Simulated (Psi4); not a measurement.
# One shape, several levels: SiH4S (sulfanylsilane)

Aim: a comparison of 6 runs (HF/def2-SVPD, B3LYP/6-31G*, PBE0/def2-SVP, B2PLYP/6-311G**, M06-2X/6-311+G**, MP2/def2-TZVP) of SiH4S (sulfanylsilane). 

Program for the calculation: Psi4 1.11.

2 further runs of the same task are left out: 1 that didn't finish, 1 set aside as unsound or not needed.

## Step 1: The molecule

SiH4S has 6 atoms, charge 0, and is taken as a singlet. As SMILES, `[SiH3]S`. Geometry: relaxed at PBE0-D4/def2-TZVP.

Bond lengths: Si1–S2 2.137 Å, Si1–H3 1.485 Å, Si1–H4 1.482 Å, Si1–H5 1.485 Å, S2–H6 1.344 Å. Angles: Si1–S2–H6 94.7°, S2–Si1–H3 111.6°, S2–Si1–H4 104.8°, S2–Si1–H5 111.6°, H3–Si1–H4 110.0°, H3–Si1–H5 108.8°, H4–Si1–H5 110.0°.

## Step 2: Energy and forces at HF/def2-SVPD (run 1)

Contents of input.inp:

```
memory 1.6 GB

molecule {
  0 1
  Si
  S 1 R2
  H 1 R3 2 A3
  H 1 R4 3 A4 2 D4
  H 1 R5 4 A5 3 D5
  H 2 R6 1 A6 4 D6

  R2 = 2.137184
  R3 = 1.484975
  A3 = 111.62558
  R4 = 1.482135
  A4 = 109.95689
  D4 = 115.92603
  R5 = 1.484933
  A5 = 109.9684
  D5 = -119.76762
  R6 = 1.343672
  A6 = 94.74753
  D6 = 179.90006
  symmetry c1
}

set reference rhf
set puream true
set e_convergence 1e-09
set d_convergence 1e-08
set scf_type pk

e, wfn = gradient('scf/def2-SVPD', return_wfn=True)
```

Command:

```sh
$ psi4 -n 1 input.inp input.out
```

input.out:

```text
[...]
  Running in c1 symmetry.
[...]
  Nuclear repulsion =   89.238630159350436
[...]
  Multiplicity = 1
[...]
  Nalpha       = 17
  Nbeta        = 17
[...]
    Number of basis functions: 83
[...]
   @RHF iter   1:  -688.56370416500363   -3.96161e-01   2.34558e-03 DIIS/ADIIS
[...]
   @RHF iter  10:  -688.60294715430064   -1.03455e-11   7.39636e-09 DIIS
[...]
    Orbital Energies [Eh]
    ---------------------
    Doubly Occupied:
       1A    -91.928213     2A    -68.789201     3A     -8.962011
       4A     -6.649781     5A     -6.648934     6A     -6.646914
       7A     -6.155924     8A     -4.267023     9A     -4.266040
      10A     -4.265739    11A     -0.975569    12A     -0.717015
      13A     -0.561768    14A     -0.505300    15A     -0.489296
      16A     -0.454363    17A     -0.380145
[...]
  @RHF Final Energy:  -688.60294715430064
   => Energetics <=
    Nuclear Repulsion Energy =             89.2386301593504356
    One-Electron Energy =               -1130.3566830851211762
    Two-Electron Energy =                 352.5151057714701324
    Total Energy =                       -688.6029471543006366
[...]
  -Total Gradient:
     Atom            X                  Y                   Z
    ------   -----------------  -----------------  -----------------
       1        0.002600949740     0.001428061500     0.012592349525
       2       -0.005403296924    -0.002984132136    -0.007290095136
       3       -0.000225198521     0.001889102045    -0.001568578598
       4       -0.001461144361    -0.000809062627     0.000219516181
       5        0.001477501566    -0.001181225587    -0.001555725534
       6        0.003011188499     0.001657256804    -0.002397466420
[...]
```

Wall time 4.2 s (1 thread of Intel Xeon at 2.60GHz (Ice Lake), shared host); peak memory 0.27 GiB.

## Step 3: A single-point energy at B3LYP/6-31G(d) (Cartesian functions) (run 2)

Contents of h4ssi.xyz:

```xyz
6
H4SSi
Si    -0.169800    -0.263400    -0.436000
S      0.907300    -0.012600     1.392800
H     -1.629800    -0.074300    -0.241600
H      0.108600    -1.658300    -0.852500
H      0.299800     0.681200    -1.481100
H      0.526100     1.263300     1.572300
```

Contents of job.py:

```python
import psi4

psi4.set_memory('1600 MB')
psi4.set_num_threads(1)
psi4.set_output_file('psi4.out', False)

with open('h4ssi.xyz') as f:
    atoms = ''.join(f.readlines()[2:])
geom = psi4.geometry('0 1\n' + atoms + 'symmetry c1\nno_reorient\nno_com')

psi4.set_options(dict(puream=False, e_convergence=1e-09, d_convergence=1e-08, scf_type='pk', dft_radial_points=99, dft_spherical_points=590))

E, wfn = psi4.energy('b3lyp/6-31G*', molecule=geom, return_wfn=True)
psi4.oeprop(wfn, 'DIPOLE', 'MAYER_INDICES', 'MULLIKEN_CHARGES', title='B3LYP')
print(f'total energy {E:.8f} hartree = {E * 27.211386:.5f} eV')
for k, v in sorted(psi4.core.scalar_variables().items()):
    print(f'{k:45s} {v:18.10f}')
```

Command:

```sh
$ python job.py
```

psi4.out:

```text
[...]
  Running in c1 symmetry.
[...]
  Nuclear repulsion =   89.238634659737244
[...]
  Multiplicity = 1
[...]
  Nalpha       = 17
  Nbeta        = 17
[...]
    Number of basis functions: 46
[...]
   @RKS iter   1:  -690.04538172243679   -2.50541e-01   6.20825e-03 ADIIS/DIIS
[...]
   @RKS iter  10:  -690.10355959757976   -2.27374e-13   1.17565e-09 DIIS
[...]
  @RKS Final Energy:  -690.10355959757976
   => Energetics <=
    Nuclear Repulsion Energy =             89.2386346597372437
    One-Electron Energy =               -1131.0777308985152558
    Two-Electron Energy =                 390.5013792957403780
    DFT Exchange-Correlation Energy =     -38.7658426545421761
    Empirical Dispersion Energy =           0.0000000000000000
    VV10 Nonlocal Energy =                  0.0000000000000000
    Total Energy =                       -690.1035595975797605
[...]
 Multipole Moments:
 ------------------------------------------------------------------------------------
     Multipole            Electronic (a.u.)      Nuclear  (a.u.)        Total (a.u.)
 ------------------------------------------------------------------------------------
 L = 1.  Multiply by 2.5417464519 to convert [e a0] to [Debye]
 Dipole X            :        -21.9492203           21.6265927           -0.3226276
 Dipole Y            :          7.2734667           -6.9490899            0.3243768
 Dipole Z            :        -28.9878639           28.6820742           -0.3057897
 Magnitude           :                                                    0.5502875
[...]
```

Standard output:

```text
total energy -690.10355960 hartree = -18778.67434 eV
CURRENT ENERGY                                   -690.1035595976
CURRENT REFERENCE ENERGY                         -690.1035595976
DD SOLVATION ENERGY                                 0.0000000000
DFT FUNCTIONAL TOTAL ENERGY                      -690.1035595976
DFT TOTAL ENERGY                                 -690.1035595976
DFT VV10 ENERGY                                     0.0000000000
DFT XC ENERGY                                     -38.7658426545
GRID ELECTRONS ALPHA                               16.9999998253
GRID ELECTRONS BETA                                16.9999998253
GRID ELECTRONS TOTAL                               33.9999996506
NUCLEAR REPULSION ENERGY                           89.2386346597
ONE-ELECTRON ENERGY                             -1131.0777308985
PCM POLARIZATION ENERGY                             0.0000000000
PE ENERGY                                           0.0000000000
SCF ITERATION ENERGY                             -690.1035595976
SCF ITERATIONS                                     10.0000000000
SCF TOTAL ENERGY                                 -690.1035595976
TWO-ELECTRON ENERGY                               390.5013792957
XC GRID RADIAL POINTS                              99.0000000000
XC GRID SPHERICAL POINTS                          590.0000000000
XC GRID TOTAL POINTS                           333644.0000000000
```

It took 7.8 s on 1 thread of Intel Xeon at 2.60GHz (Ice Lake), shared host; peak memory 0.63 GiB.

Runs 3 to 5 aren't shown in full; the table further down has their settings and results.

## Step 4: The energy at MP2/def2-TZVP (run 6)

Contents of input.in:

```
memory 1600 MB

molecule mol {
  0 1
  Si    -0.169800    -0.263400    -0.436000
  S      0.907300    -0.012600     1.392800
  H     -1.629800    -0.074300    -0.241600
  H      0.108600    -1.658300    -0.852500
  H      0.299800     0.681200    -1.481100
  H      0.526100     1.263300     1.572300
  symmetry c1
  no_reorient
  no_com
}

set basis def2-TZVP
set reference rhf
set puream true
set e_convergence 1e-09
set d_convergence 1e-08
set scf_type pk
set num_frozen_docc 10
set mp2_type conv

energy("mp2")
```

Command:

```sh
$ psi4 -i input.in -o input.out -n 1
```

input.out:

```text
[...]
  Running in c1 symmetry.
[...]
  Nuclear repulsion =   89.238634659737244
[...]
  Multiplicity = 1
[...]
  Nalpha       = 17
  Nbeta        = 17
[...]
    Number of basis functions: 98
[...]
   @RHF iter   1:  -688.79200746491256   -4.23777e-01   2.86820e-03 ADIIS/DIIS
[...]
   @RHF iter  11:  -688.83734531514597   -1.81899e-12   2.44512e-09 DIIS
[...]
  @RHF Final Energy:  -688.83734531514597
   => Energetics <=
    Nuclear Repulsion Energy =             89.2386346597372437
    One-Electron Energy =               -1130.9572964599890383
    Two-Electron Energy =                 352.8813164851058559
    Total Energy =                       -688.8373453151459671
[...]
 Multipole Moments:
 ------------------------------------------------------------------------------------
     Multipole            Electronic (a.u.)      Nuclear  (a.u.)        Total (a.u.)
 ------------------------------------------------------------------------------------
 L = 1.  Multiply by 2.5417464519 to convert [e a0] to [Debye]
 Dipole X            :        -21.8939015           21.6265927           -0.2673088
 Dipole Y            :          7.2379078           -6.9490899            0.2888180
 Dipole Z            :        -28.9232113           28.6820742           -0.2411372
 Magnitude           :                                                    0.4615376
[...]
	SCS-MP2 Total Energy (a.u.)        :  -689.14232140578565
	SOS-MP2 Total Energy (a.u.)        :  -689.12328066571854
	SCSN-MP2 Total Energy (a.u.)       :  -688.93788042270035
[...]
	SOS-PI-MP2 Total Energy (a.u.)     :  -689.17093655748056
[...]
	MP2 Total Energy (a.u.)            :  -689.13274699415774
[...]
```

It took 6.3 s on 1 thread of Intel Xeon at 2.60GHz (Ice Lake), shared host; peak memory 0.56 GiB.

## Step 5: The series

```
run                                              level      task  Cartesian functions  energy (Eh)  dipole moment (D)  HOMO energy (eV)  LUMO energy (eV)  wall time
  1                                       HF/def2-SVPD  gradient                   no  -688.602947               1.23            -10.34              2.17      4.2 s
  2                 B3LYP/6-31G* (Cartesian functions)    energy                  yes  -690.103560               1.40             -7.14              0.00      7.8 s
  3                                      PBE0/def2-SVP  gradient                   no  -689.618141               1.21             -7.38              0.52       11 s
  4  B2PLYP/6-311G** (density fitting for correlation)    energy                   no  -689.839536                  –             -8.54              1.01      8.7 s
  5                                   M06-2X/6-311+G**    energy                   no  -690.070311               1.49             -8.62              0.05       25 s
  6                                      MP2/def2-TZVP    energy                   no  -689.132747                  –            -10.34              3.05      6.3 s
```

## Step 6: Results

```
                                           quantity          value
                                run 6: total energy  -689.13275 Eh
         run 6: HOMO energy (Hartree–Fock orbitals)      -10.34 eV
         run 6: LUMO energy (Hartree–Fock orbitals)        3.05 eV
       run 6: HOMO–LUMO gap (Hartree–Fock orbitals)       13.39 eV
run 6: correlation energy (10 core orbitals frozen)     -295.4 mEh
```

In words: Over runs 1, 2, 3, 5 the dipole moment (its size) runs from 1.21 D (PBE0/def2-SVP) to 1.49 D (M06-2X/6-311+G**). The two ends differ in method and basis. Over runs 1, 2, 3, 4, 5 the HOMO–LUMO gap runs from 7.13 eV (B3LYP/6-31G*) to 12.51 eV (HF/def2-SVPD). Totals of different functionals can't be ranked against each other. All runs together took 63 s, the longest 25 s.
